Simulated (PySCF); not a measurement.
SMILES [CH3], doublet (PBE/def2-SVP optimised geometry):

```
4

C     -0.275     0.000     0.000
H      0.824     0.000     0.000
H     -0.824    -0.951     0.000
H     -0.824     0.951     0.000
```

Level of theory: unrestricted PBE/def2-TZVP (PySCF).

Question: What are the frontier orbital energies (α orbitals alone; a β orbital can be the lowest empty one) and the dipole moment?

Answer: HOMO-2 -10.14 eV, HOMO-1 -10.14 eV, HOMO -5.38 eV, LUMO 1.01 eV, LUMO+1 2.71 eV; dipole moment 0.00 D.

Meta-Löwdin charges at PBE/def2-TZVP: C1 -0.39, H2 0.13, H3 0.13, H4 0.13.
